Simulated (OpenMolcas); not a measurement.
**doublet BH3F at 6 levels**

We compute a comparison of 6 runs (UHF/STO-3G, U-r2SCAN/STO-3G, UB3LYP/STO-3G, UPBE0/STO-3G, USVWN5/STO-3G, ROMP2/STO-3G) of doublet BH3F. 

The results are computed with OpenMolcas 26.06.

## 1. The molecule

The species is BH3F (5 atoms), meant as a doublet with charge 0. SMILES of the parent species: `[BH3-]F`. Geometry: relaxed at GFN2-xTB. That shape belongs to the parent species and isn't relaxed for this state.

Bond lengths: B1–F2 1.447 Å, B1–H3 1.227 Å, B1–H4 1.228 Å, B1–H5 1.228 Å. Angles: F2–B1–H3 108.4°, F2–B1–H4 108.4°, F2–B1–H5 108.4°, H3–B1–H4 110.7°, H3–B1–H5 110.5°, H4–B1–H5 110.5°.

## 2. The energy at UHF/STO-3G (run 1)

mol.xyz reads:

```xyz
5

B     -0.035750     0.029280    -0.033890
F      0.855550    -0.717910     0.826970
H     -1.067340     0.264210     0.588100
H     -0.274560    -0.651290    -1.027540
H      0.522090     1.075700    -0.353640
```

test.input reads:

```
* BFH3 Hartree-Fock
>>> EXPORT MOLCAS_PRINT=2

&GATEWAY
  BasLib = $CurrDir
  Coord = mol.xyz
  Basis = STO-3G
  Group = NoSym

&SEWARD

&SCF
  UHF
  Spin = 2
  Thresholds = 1e-10 1e-07 1e-07 1e-05
  PrOrbitals = 1 1
```

The basis set STO-3G is read from a file made from the Basis Set Exchange's data (not shown).

The run is started by

```
export MOLCAS_MEM=1860
pymolcas test.input > test.log
```

Output:

```text
--- Start Module: gateway ---
[...]
--- Stop Module: gateway /rc=_RC_ALL_IS_WELL_ ---
--- Start Module: seward ---
[...]
      Basis functions           13
--- Stop Module: seward /rc=_RC_ALL_IS_WELL_ ---
--- Start Module: scf ---
[...]
       Convergence after  83 Iterations
[...]
::    Total SCF energy                               -124.0686205651
[...]
      Total spin, S                                     0.5030669967
[...]
      Total electronic charge=   17.000000
      Total            charge=   -0.000000
[...]
      Dipole Moment (debye):
      Origin of the operator (angstrom)=    0.4552   -0.3821    0.4402
                   X=  1.8346E+00               Y= -1.2185E+00               Z=  1.5224E+00           Total=  2.6773E+00
      Quadrupole Moment (debye*angstrom):
[...]
--- Stop Module: scf /rc=_RC_ALL_IS_WELL_ ---
[...]
```

It took 3.3 s on 1 thread of Arm Neoverse V1, shared host; peak memory 0.37 GiB.

## 3. The energy at U-r2SCAN/STO-3G (run 2)

mol.xyz is that of step 2.

test.inp reads:

```
* BFH3 Kohn-Sham DFT

&GATEWAY
 BasLib
 $CurrDir
 Coord
 mol.xyz
 Basis
 STO-3G
 Group
 NoSym

&SEWARD
 GridInput
 Grid=UltraFine
 End of Grid

&SCF
 UHF
 Spin
 2
 KSDFT
 2
 1.0 MGGA_X_R2SCAN
 1.0 MGGA_C_R2SCAN
 Thresholds
 1e-10 1e-07 1e-07 1e-05
 PrOrbitals
 1 1
```

The basis set STO-3G is read from a file made from the Basis Set Exchange's data (not shown).

The run is started by

```
export MOLCAS_MEM=1860
pymolcas test.inp > test.log
```

Output:

```text
--- Start Module: gateway ---
[...]
--- Stop Module: gateway /rc=_RC_ALL_IS_WELL_ ---
--- Start Module: seward ---
[...]
      Basis functions           13
--- Stop Module: seward /rc=_RC_ALL_IS_WELL_ ---
--- Start Module: scf ---
[...]
       Convergence after  21 Iterations
[...]
::    Total KS-DFT energy                            -124.6157811074
[...]
      Total spin, S                                     0.5016830272
[...]
      Total electronic charge=   17.000000
      Total            charge=   -0.000000
[...]
      Dipole Moment (debye):
      Origin of the operator (angstrom)=    0.4552   -0.3821    0.4402
                   X=  2.4607E-01               Y= -4.7220E-01               Z=  9.7180E-01           Total=  1.1081E+00
      Quadrupole Moment (debye*angstrom):
[...]
--- Stop Module: scf /rc=_RC_ALL_IS_WELL_ ---
[...]
```

Run time: 11 s. Hardware: 1 thread of Arm Neoverse V1, shared host; peak memory 0.37 GiB.

## 4. A single-point energy at UB3LYP/STO-3G (run 3)

mol.xyz is that of step 3.

test.inp reads:

```
&GATEWAY
 BasLib = $CurrDir
 Coord = mol.xyz
 Basis = STO-3G
 Group = NoSym

&SEWARD
 GridInput
 Grid=UltraFine
 End of Grid

&SCF
 UHF
 Spin = 2
 KSDFT = B3LYP
 Thresholds = 1e-10 1e-07 1e-07 1e-05
 PrOrbitals = 1 1
```

The basis set STO-3G is read from a file made from the Basis Set Exchange's data (not shown).

The run is started by

```
export MOLCAS_MEM=1860
pymolcas test.inp > test.log
```

Output:

```text
--- Start Module: gateway ---
[...]
--- Stop Module: gateway /rc=_RC_ALL_IS_WELL_ ---
--- Start Module: seward ---
[...]
      Basis functions           13
--- Stop Module: seward /rc=_RC_ALL_IS_WELL_ ---
--- Start Module: scf ---
[...]
       Convergence after  19 Iterations
[...]
::    Total KS-DFT energy                            -124.6606919852
[...]
      Total spin, S                                     0.5015669551
[...]
      Total electronic charge=   17.000000
      Total            charge=   -0.000000
[...]
      Dipole Moment (debye):
      Origin of the operator (angstrom)=    0.4552   -0.3821    0.4402
                   X=  1.0264E+00               Y= -1.8231E-01               Z=  5.9041E-01           Total=  1.1980E+00
      Quadrupole Moment (debye*angstrom):
[...]
--- Stop Module: scf /rc=_RC_ALL_IS_WELL_ ---
[...]
```

Run time: 9 s. Hardware: 1 thread of Arm Neoverse V1, shared host; peak memory 0.37 GiB.

Runs 4 to 5 aren't shown in full; the table further down has their settings and results.

## 5. The energy at ROMP2/STO-3G (run 6)

mol.xyz is that of step 4.

test.input reads:

```
>>> EXPORT MOLCAS_PRINT=2

&GATEWAY
 BasLib=$CurrDir
 Coord=mol.xyz
 Basis=STO-3G
 Group=NoSym

&SEWARD

&SCF
 UHF
 Spin=2
 Thresholds=1e-10 1e-07 1e-07 1e-05
 PrOrbitals=1 1

&RASSCF
 FileOrb=$Project.UnaOrb
 Spin=2
 Nactel=1 0 0
 Inactive=8
 Ras2=1
 OutOrbitals=Canonical
 OrbListing=Nothing

&CASPT2
 IPEA=0.0
 Frozen=2
```

The basis set STO-3G is read from a file made from the Basis Set Exchange's data (not shown).

The run is started by

```
export MOLCAS_MEM=1860
pymolcas test.input > test.log
```

Output:

```text
--- Start Module: gateway ---
[...]
--- Stop Module: gateway /rc=_RC_ALL_IS_WELL_ ---
[...]
      Basis functions           13
[...]
       Convergence after  83 Iterations
[...]
::    Total SCF energy                               -124.0686205651
[...]
      Total spin, S                                     0.5030669967
[...]
--- Start Module: rasscf ---
[...]
      Number of active orbitals                  1
[...]
      Spin quantum number                      0.5
[...]
      Active orbitals                            1
[...]
      Number of CSFs                             1
[...]
      Number of root(s) required                 1
[...]
      Convergence after 12 iterations
[...]
      printout of CI-coefficients larger than  0.05 for root  1
      energy=    -124.066976
      conf/sym  1     Coeff  Weight
             1  u   1.00000 1.00000
      Natural orbitals and occupation numbers for root  1
      sym 1:   1.000000
      ************************************************************************************************************************
      *                                                    Final results                                                     *
[...]
::    RASSCF root number  1 Total energy:   -124.06697585
[...]
      Total electronic charge=   17.000000
      Total            charge=   -0.000000
[...]
      Dipole Moment (debye):
      Origin of the operator (angstrom)=    0.4552   -0.3821    0.4402
                   X=  1.8529E+00               Y= -1.2564E+00               Z=  1.5561E+00           Total=  2.7264E+00
      Quadrupole Moment (debye*angstrom):
[...]
--- Stop Module: rasscf /rc=_RC_ALL_IS_WELL_ ---
--- Start Module: caspt2 ---
[...]
      E2 (Variational):          -0.0542016986
      Total energy:            -124.1211775499
[...]
      Reference weight:           0.97534
[...]
::    CASPT2 Root  1     Total energy:   -124.12117755
[...]
```

Run time: 4.5 s. Hardware: 1 thread of Arm Neoverse V1, shared host; peak memory 0.37 GiB.

## 6. All runs side by side

```
run            level  integration grid  frozen core orbitals  energy (Eh)  dipole moment (D)  HOMO energy (eV)  LUMO energy (eV)  wall time
  1       UHF/STO-3G                 –                     –  -124.068621               2.68            -10.39              2.57      3.3 s
  2  U-r2SCAN/STO-3G         UltraFine                     –  -124.615781               1.11             -5.14             -4.81       11 s
  3    UB3LYP/STO-3G         UltraFine                     –  -124.660692               1.20             -6.27             -4.10        9 s
  4     UPBE0/STO-3G         UltraFine                     –  -124.537244               1.20             -6.50             -3.80      8.4 s
  5    USVWN5/STO-3G         UltraFine                     –  -123.686113               1.74             -4.65             -4.28      6.6 s
  6     ROMP2/STO-3G                 –                     2  -124.121178                  –                 –                 –      4.5 s
```

## 7. Outcome

```
           quantity          value
run 6: total energy  -124.12118 Eh
```

What this shows: Over runs 1, 2, 3, 4, 5 the dipole moment (its size) runs from 1.11 D (U-r2SCAN/STO-3G) to 2.68 D (UHF/STO-3G). Totals of different functionals can't be ranked against each other. In runs 1, 2, 3, 4, 5, 6 the basis is minimal, so the values are rough. All runs together took 43 s, the longest 11 s.
